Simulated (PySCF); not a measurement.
Working out the ionisation energy of O

O [He] 2s2 2p4 (3P) → O+ [He] 2s2 2p3 (4S). All numbers are calculated (PySCF 2.14, no relativity, point nucleus, in aug-cc-pVDZ). Frozen: 1s2. Energies in hartree (1 hartree = 27.21139 eV):

```json
{"part": "UHF", "O (lower)": "-74.796601", "O+ (upper)": "-74.353498"}
{"part": "CCSD correlation", "O (lower)": "-0.127241", "O+ (upper)": "-0.088200"}
{"part": "(T)", "O (lower)": "-0.001812", "O+ (upper)": "-0.000786"}
```

Question: What does Hartree-Fock give?

Answer: (-74.353498) − (-74.796601) = 0.443103 hartree = 12.057 eV.

Question: What do CCSD and CCSD(T) give?

Answer: The CCSD correlation energies differ by 0.039041 hartree = 1.062 eV and the triples by 0.001026 hartree = 0.028 eV, so CCSD gives 13.119 eV and CCSD(T) 13.147 eV.

Measured between the centres of the two terms (NIST): 13.608 eV, so CCSD(T) (valence) is off by -0.461 eV.

A double-zeta basis recovers only part of the correlation energy.

What remains against the reference includes basis incompleteness, the frozen core and higher excitations.
